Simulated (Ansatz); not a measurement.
Write a Python script for Ansatz 0.2.0, Python API that makes a ranking of conformers of C₄H₈FN, SMILES C/N=C/CCF. Level of theory (for the species named): B3LYP, cc-pVDZ basis, multiplicity 1.

The script, `run_conformers.py`:
```python
"""Rank force-field conformers of C4H8FN by single points."""

import ansatz as az
from rdkit import Chem
from rdkit.Chem import AllChem


def main() -> None:
    rd = Chem.AddHs(Chem.MolFromSmiles("C/N=C/CCF"))
    ids = list(AllChem.EmbedMultipleConfs(rd, numConfs=20, randomSeed=565, pruneRmsThresh=0.4))
    field = [energy for _, energy in AllChem.MMFFOptimizeMoleculeConfs(rd)]
    distinct = {round(e, 2): i for i, e in zip(ids, field)}
    chosen = sorted(distinct.items())[:4]
    found = []
    for force_field, index in chosen:
        c4h8fn = az.Crystal.molecule()
        for atom, xyz in zip(rd.GetAtoms(), rd.GetConformer(index).GetPositions()):
            c4h8fn = c4h8fn.atom(atom.GetSymbol(), xyz.round(5).tolist())
        model = c4h8fn.calculation()
        model = model.basis(gaussian="cc-pVDZ").functional("b3lyp")
        found.append(model.run(threads=1, backend="cpu").report["free_energy_ev"])
    print("conformer   MMFF (kcal/mol)   this level (kJ/mol)")
    for (force_field, index), e in zip(chosen, found):
        print(f"{index:9d} {force_field - chosen[0][0]:17.2f} {96.485332 * (e - min(found)):17.3f}")


if __name__ == "__main__":
    main()
```

Output of `python run_conformers.py`:
```text
conformer   MMFF (kcal/mol)   this level (kJ/mol)
        5              0.00             6.841
        2              1.89             0.000
        1              2.58             1.345
        6              3.11             4.583
```

Notes:
- The conformers keep their force-field geometries.
- b3lyp holds the VWN-RPA fit, as in Gaussian; the form of ORCA and Turbomole is b3lyp5.
- Wall time of the script: 16 s on 1 thread of Arm Neoverse V2, on a shared host, peak memory 0.36 GiB.

(Lines on the test bed's own set-up are left out of the output.)
